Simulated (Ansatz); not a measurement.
**BaF3: computed properties**

Theory: DFT r2SCAN, scalar-relativistic, plane waves, PAW in Ansatz 0.2.0.

Cutoff 500 eV; k points 14×14×14 on the computed 4-atom cell (Γ-centred); Gaussian smearing, width 0.10 eV; collinear spin from starting moments 0 0.23 0.23 0.67 μB.

The structure is relaxed at this level of theory with its symmetry kept. Whether it is the stable form of this composition wasn't checked.

```
CELL_PARAMETERS angstrom
-2.11585 2.11585 3.40978
2.11585 -2.11585 3.40978
2.11585 2.11585 -3.40978
ATOMIC_POSITIONS crystal
Ba 0.00000 0.00000 0.00000
F 0.75000 0.25000 0.50000
F 0.25000 0.75000 0.50000
F 0.50000 0.50000 0.00000
```

```
Space group                                                       : I4/mmm (No. 139)
Volume per atom                                                   : 15.26 Å³
Formation energy from the elements' standard states (uncorrected) : -3.058 eV/atom
Generalised Kohn–Sham band gap                                    : none (metal)
Density of states at the Fermi level                              : 0.89 states/eV per cell
Löwdin character within 0.5 eV of the Fermi level                 : F 2p 98 %
Bader charges (e)                                                 : Ba (1 in the cell) 1.75, F (2 in the cell) -0.69, F (1 in the cell) -0.37
Total moment                                                      : 1.00 μB per cell
Site moments (μB; atoms counted from 1 over the whole cell)       : F (atom 2) 0.21, F (atom 3) 0.21, F (atom 4) 0.61
```

The state reached may not be the lowest one. Spin-orbit coupling is left out, which matters for the bands of heavy elements.

Only this magnetic start was tried.